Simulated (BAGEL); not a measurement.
# CH5BF− (SMILES C[BH2-]F): levels of theory compared

Wanted: a comparison of 4 runs (B3LYP/6-31G*, B3LYP/def2-SVPD, PBE0/def2-SVPD, RI-MP2/def2-SVPD) of CH5BF−. 

The results are computed with BAGEL 1.2.2.

6 further runs of the same task are left out: 5 that didn't finish, 1 set aside as unsound or not needed.

## (1) Starting point

CH5BF− has 8 atoms, charge -1, and is taken as a singlet. SMILES: `C[BH2-]F`. Geometry: relaxed at GFN2-xTB.

Bond lengths: C1–B2 1.647 Å, B2–F3 1.455 Å, C1–H4 1.094 Å, C1–H5 1.093 Å, C1–H6 1.093 Å, B2–H7 1.227 Å, B2–H8 1.227 Å. Some angles: C1–B2–F3 109.2°, C1–B2–H7 111.1°, C1–B2–H8 111.2°, F3–B2–H7 107.4°, F3–B2–H8 107.4°, B2–C1–H4 111.1°, B2–C1–H5 112.1°, B2–C1–H6 112.0°, H7–B2–H8 110.6°, H4–C1–H5 107.2°.

## (2) A single-point energy at B3LYP/6-31G(d) (density fitting with qzvpp-jkfit, spherical functions) (run 1)

calc.json

```json
{ "bagel": [

{
  "title": "molecule",
  "basis": "6-31gs.json",
  "df_basis": "qzvpp-jkfit",
  "angstrom": true,
  "geometry": [
    { "atom": "C", "xyz": [      -0.631540,       0.494350,      -0.258780 ] },
    { "atom": "B", "xyz": [       0.558430,      -0.523170,       0.253040 ] },
    { "atom": "F", "xyz": [       1.822410,       0.196230,       0.281390 ] },
    { "atom": "H", "xyz": [      -1.599680,      -0.014200,      -0.285860 ] },
    { "atom": "H", "xyz": [      -0.440060,       0.877130,      -1.264440 ] },
    { "atom": "H", "xyz": [      -0.740590,       1.361010,       0.397950 ] },
    { "atom": "H", "xyz": [       0.338240,      -0.921460,       1.392730 ] },
    { "atom": "H", "xyz": [       0.692770,      -1.469900,      -0.516030 ] }
  ]
},

{
  "title": "ks",
  "xc_func": "b3lyp",
  "charge": -1
},

{
  "title": "print",
  "file": "orbitals.molden",
  "orbitals": true
}

]}
```

The basis set 6-31G* is read from a file made from the Basis Set Exchange's data (not shown).

Run with:

```bash
$ BAGEL_NUM_THREADS=1 BAGEL calc.json > calc.out
```

The program printed:

```text
* using 1 threads per process

  ===============================================================
  ===============================================================

  *** Geometry ***

  { "atom" : "C", "xyz" : [     -1.193438,      0.934186,     -0.489023 ] },
  { "atom" : "B", "xyz" : [      1.055280,     -0.988648,      0.478176 ] },
  { "atom" : "F", "xyz" : [      3.443856,      0.370821,      0.531750 ] },
  { "atom" : "H", "xyz" : [     -3.022957,     -0.026834,     -0.540197 ] },
  { "atom" : "H", "xyz" : [     -0.831593,      1.657535,     -2.389445 ] },
  { "atom" : "H", "xyz" : [     -1.399512,      2.571936,      0.752017 ] },
  { "atom" : "H", "xyz" : [      0.639181,     -1.741307,      2.631878 ] },
  { "atom" : "H", "xyz" : [      1.309146,     -2.777708,     -0.975155 ] },

  Number of auxiliary basis functions:      317

  Since a DF basis is specified, we compute 2- and 3-index integrals:
    o Being stored without compression. Storage requirement is 0.007 GB

  Number of basis functions:       52
  Number of electrons      :       25

    * METHOD: MOLECULE                             0.08

  *** Kohn-Sham DFT ***

    * Removing 13839 points whose weight is below 1.00e-10
    * Grid points: 105409

  === Nuclear Repulsion ===
    67.8701134482

       - DIIS with orbital gradients will be used.

  === KS iteration (b3lyp / 6-31gs.json) ===
      0       -145.05062275          0.18394838           0.19
      1       -133.93387982          0.12434202           0.18
      2       -113.98234808          0.26377011           0.19
      3       -147.08246033          0.21486186           0.19
      4       -156.76906742          0.18727308           0.18
      5       -148.41786004          0.21748224           0.18
      6       -146.39451249          0.22671674           0.18
      7       -128.83048427          0.18252641           0.19
      8       -148.93694678          0.19526733           0.19
      9       -162.81724685          0.11209637           0.19
     10       -164.41565674          0.08172406           0.19
     11       -164.81348802          0.06899255           0.20
     12       -165.29574841          0.05041627           0.19
     13       -165.72775940          0.02669643           0.19
     14       -165.85717686          0.00638966           0.19
     15       -165.86420237          0.00116214           0.20
     16       -165.86451694          0.00016093           0.19
     17       -165.86452274          0.00003673           0.19
     18       -165.86452299          0.00001640           0.19
     19       -165.86452305          0.00000265           0.19
     20       -165.86452306          0.00000101           0.19
     21       -165.86452306          0.00000033           0.19
     22       -165.86452306          0.00000007           0.19
     23       -165.86452306          0.00000002           0.18
     24       -165.86452306          0.00000001           0.19
    * SCF iteration converged.

    * Permanent dipole moment:
           (    0.264476,    -0.773726,     0.271173) a.u.

    * METHOD: KS                                   5.11

    * METHOD: PRINT                                0.01

  ===============================================================
```

Run time: 5.4 s. Hardware: 1 thread of Arm Neoverse V1, shared host; peak memory 0.27 GiB.

## (3) The energy at B3LYP/def2-SVPD (density fitting with qzvpp-jkfit) (run 2)

input.json

```json
{ "bagel": [

{
  "title": "molecule",
  "basis": "def2-svpd.json",
  "df_basis": "qzvpp-jkfit",
  "angstrom": "true",
  "geometry": [
    { "atom": "C", "xyz": [   -0.631540,    0.494350,   -0.258780 ] },
    { "atom": "B", "xyz": [    0.558430,   -0.523170,    0.253040 ] },
    { "atom": "F", "xyz": [    1.822410,    0.196230,    0.281390 ] },
    { "atom": "H", "xyz": [   -1.599680,   -0.014200,   -0.285860 ] },
    { "atom": "H", "xyz": [   -0.440060,    0.877130,   -1.264440 ] },
    { "atom": "H", "xyz": [   -0.740590,    1.361010,    0.397950 ] },
    { "atom": "H", "xyz": [    0.338240,   -0.921460,    1.392730 ] },
    { "atom": "H", "xyz": [    0.692770,   -1.469900,   -0.516030 ] }
  ]
},
{ "title": "ks", "xc_func": "b3lyp", "charge": -1 },
{ "title": "print", "file": "orbitals.molden", "orbitals": "true" }

]}
```

The basis set def2-SVPD is read from a file made from the Basis Set Exchange's data (not shown).

Run with:

```bash
$ BAGEL_NUM_THREADS=1 BAGEL input.json > input.out
```

The program printed:

```text
* using 1 threads per process

  ===============================================================
  ===============================================================

  *** Geometry ***

  { "atom" : "C", "xyz" : [     -1.193438,      0.934186,     -0.489023 ] },
  { "atom" : "B", "xyz" : [      1.055280,     -0.988648,      0.478176 ] },
  { "atom" : "F", "xyz" : [      3.443856,      0.370821,      0.531750 ] },
  { "atom" : "H", "xyz" : [     -3.022957,     -0.026834,     -0.540197 ] },
  { "atom" : "H", "xyz" : [     -0.831593,      1.657535,     -2.389445 ] },
  { "atom" : "H", "xyz" : [     -1.399512,      2.571936,      0.752017 ] },
  { "atom" : "H", "xyz" : [      0.639181,     -1.741307,      2.631878 ] },
  { "atom" : "H", "xyz" : [      1.309146,     -2.777708,     -0.975155 ] },

  Number of auxiliary basis functions:      317

  Since a DF basis is specified, we compute 2- and 3-index integrals:
    o Being stored without compression. Storage requirement is 0.027 GB

  Number of basis functions:      103
  Number of electrons      :       25

    * METHOD: MOLECULE                             0.12

  *** Kohn-Sham DFT ***

    * Removing 13839 points whose weight is below 1.00e-10
    * Grid points: 105409

  === Nuclear Repulsion ===
    67.8701134482

       - DIIS with orbital gradients will be used.

  === KS iteration (b3lyp / def2-svpd.json) ===
      0       -143.70092557          0.11220296           0.35
      1       -128.75579749          0.13152732           0.34
      2       -109.73162346          0.28219724           0.34
      3       -152.11603464          0.12814686           0.35
      4       -163.54508528          0.06107342           0.34
      5       -163.50651092          0.07571943           0.33
      6       -164.67251581          0.04962886           0.34
      7       -165.37605240          0.03189541           0.33
      8       -165.76869763          0.00521448           0.33
      9       -165.77444190          0.00398004           0.34
     10       -165.78064562          0.00056953           0.33
     11       -165.78076912          0.00007914           0.35
     12       -165.78077139          0.00002226           0.34
     13       -165.78077155          0.00000443           0.35
     14       -165.78077156          0.00000129           0.36
     15       -165.78077156          0.00000080           0.35
     16       -165.78077156          0.00000015           0.35
     17       -165.78077156          0.00000004           0.35
     18       -165.78077156          0.00000001           0.35
     19       -165.78077156          0.00000000           0.35
    * SCF iteration converged.

    * Permanent dipole moment:
           (    0.334135,    -0.689243,     0.259785) a.u.

    * METHOD: KS                                   7.46

    * METHOD: PRINT                                0.03

  ===============================================================
```

Wall time 7.8 s (1 thread of Arm Neoverse V1, shared host); peak memory 0.48 GiB.

Run 3 isn't shown in full; the table further down has it.

## (4) The energy at RI-MP2/def2-SVPD (density fitting with qzvpp-jkfit) (run 4)

input.json

```json
{ "bagel": [

{
  "title": "molecule",
  "basis": "def2-svpd.json",
  "df_basis": "qzvpp-jkfit",
  "angstrom": true,
  "geometry": [
    { "atom": "C", "xyz": [      -0.631540,       0.494350,      -0.258780 ] },
    { "atom": "B", "xyz": [       0.558430,      -0.523170,       0.253040 ] },
    { "atom": "F", "xyz": [       1.822410,       0.196230,       0.281390 ] },
    { "atom": "H", "xyz": [      -1.599680,      -0.014200,      -0.285860 ] },
    { "atom": "H", "xyz": [      -0.440060,       0.877130,      -1.264440 ] },
    { "atom": "H", "xyz": [      -0.740590,       1.361010,       0.397950 ] },
    { "atom": "H", "xyz": [       0.338240,      -0.921460,       1.392730 ] },
    { "atom": "H", "xyz": [       0.692770,      -1.469900,      -0.516030 ] }
  ]
},

{ "title": "hf", "charge": -1 },

{ "title": "mp2", "charge": -1, "ncore": 3 }

]}
```

The basis set def2-SVPD is read from a file made from the Basis Set Exchange's data (not shown).

Run with:

```bash
$ BAGEL_NUM_THREADS=1 BAGEL input.json > input.out
```

The program printed:

```text
* using 1 threads per process

  ===============================================================
  ===============================================================

  *** Geometry ***

  { "atom" : "C", "xyz" : [     -1.193438,      0.934186,     -0.489023 ] },
  { "atom" : "B", "xyz" : [      1.055280,     -0.988648,      0.478176 ] },
  { "atom" : "F", "xyz" : [      3.443856,      0.370821,      0.531750 ] },
  { "atom" : "H", "xyz" : [     -3.022957,     -0.026834,     -0.540197 ] },
  { "atom" : "H", "xyz" : [     -0.831593,      1.657535,     -2.389445 ] },
  { "atom" : "H", "xyz" : [     -1.399512,      2.571936,      0.752017 ] },
  { "atom" : "H", "xyz" : [      0.639181,     -1.741307,      2.631878 ] },
  { "atom" : "H", "xyz" : [      1.309146,     -2.777708,     -0.975155 ] },

  Number of auxiliary basis functions:      317

  Since a DF basis is specified, we compute 2- and 3-index integrals:
    o Being stored without compression. Storage requirement is 0.027 GB

  Number of basis functions:      103
  Number of electrons      :       25

    * METHOD: MOLECULE                             0.12

  *** RHF ***

  === Nuclear Repulsion ===
    67.8701134482

      * DIIS with orbital gradients will be used.

  === RHF iteration (def2-svpd.json) ===
      0       -164.50163450          0.02502275           0.03
      1       -164.71093546          0.01626992           0.03
      2       -164.82495193          0.00223261           0.03
      3       -164.82742667          0.00095126           0.03
      4       -164.82784441          0.00014309           0.03
      5       -164.82785957          0.00003076           0.03
      6       -164.82786031          0.00000919           0.03
      7       -164.82786037          0.00000217           0.03
      8       -164.82786038          0.00000089           0.03
      9       -164.82786038          0.00000023           0.03
     10       -164.82786038          0.00000009           0.03
     11       -164.82786038          0.00000004           0.03
     12       -164.82786038          0.00000001           0.03
    * SCF iteration converged.

    * Permanent dipole moment:
           (    0.398715,    -0.689924,     0.272025) a.u.

    * METHOD: HF                                   0.53

  *** RHF ***

  === Nuclear Repulsion ===
    67.8701134482

      * DIIS with orbital gradients will be used.

  === RHF iteration (def2-svpd.json) ===
      0       -164.82786038          0.00000000           0.03
    * SCF iteration converged.

    * Permanent dipole moment:
           (    0.398715,    -0.689924,     0.272025) a.u.

  === DF-MP2 calculation ===

    * freezing 3 orbitals
    * 3-index integral transformation done
    * assembly done

      MP2 correlation energy:   -0.4759499211      0.03

      MP2 total energy:       -165.3038102983

    * METHOD: MP2                                  0.11

  ===============================================================
```

It took 0.91 s on 1 thread of Arm Neoverse V1, shared host; peak memory 0.092 GiB.

## (5) All runs side by side

```csv
run,level,frozen core orbitals,energy (Eh),HOMO energy (eV),LUMO energy (eV),HOMO–LUMO gap (eV),wall time
1,"B3LYP/6-31G* (density fitting with qzvpp-jkfit, spherical functions)",–,-165.864523,-0.52,8.55,9.07,5.4 s
2,B3LYP/def2-SVPD (density fitting with qzvpp-jkfit),–,-165.780772,-1.44,4.77,6.21,7.8 s
3,PBE0/def2-SVPD (density fitting with qzvpp-jkfit),–,-165.581733,-1.58,5.02,6.60,7.5 s
4,RI-MP2/def2-SVPD (density fitting with qzvpp-jkfit),3,-165.303810,–,–,–,0.91 s
```

## (6) Results

```
                                          quantity          value
                               run 4: total energy  -165.30381 Eh
run 4: correlation energy (3 core orbitals frozen)     -475.9 mEh
```

What this shows: Over runs 1, 2, 3 the HOMO–LUMO gap runs from 6.21 eV (B3LYP/def2-SVPD) to 9.07 eV (B3LYP/6-31G*). The empty levels of an anion lie above zero and hang on the basis. Totals of different functionals can't be ranked against each other. All runs together took 22 s, the longest 7.8 s.
